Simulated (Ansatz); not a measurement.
The parent structure is GaN in the wurtzite structure (space group P6_3mc, No. 186; a = 3.2186 Å, c = 5.2435 Å).

Level of theory: Ansatz (an electronic-structure program) PBE, scalar-relativistic without spin-orbit coupling, earlier PAW set.

The change: every Ga is replaced by Al, then cell and atoms are relaxed.

Measured band gap: GaN 3.68 eV (static lattice; corrected from measurement; as listed in Wei Chen et al., Physical Review Materials (2018)); AlN 6.51 eV (static lattice; corrected from measurement; as listed in Martin Feneberg et al., Physical Review B (2010)).

Measured lattice parameter a: GaN 3.189 Å (room temperature; as listed in M J Lucero, T M Henderson, G E Scuseria, Journal of Physics Condensed Matter (2012)); AlN 3.1113 Å (0 K or low temperature; as listed in arXiv:1206.3780).

Q: How well does PBE reproduce the measured shift?

A: With PBE the band gap moves by +2.33 eV (1.71 → 4.04) against +2.83 eV measured; the lattice parameter a moves by -0.089 Å (3.219 → 3.130) against -0.078 Å measured.

Stability against distortions was not tested.
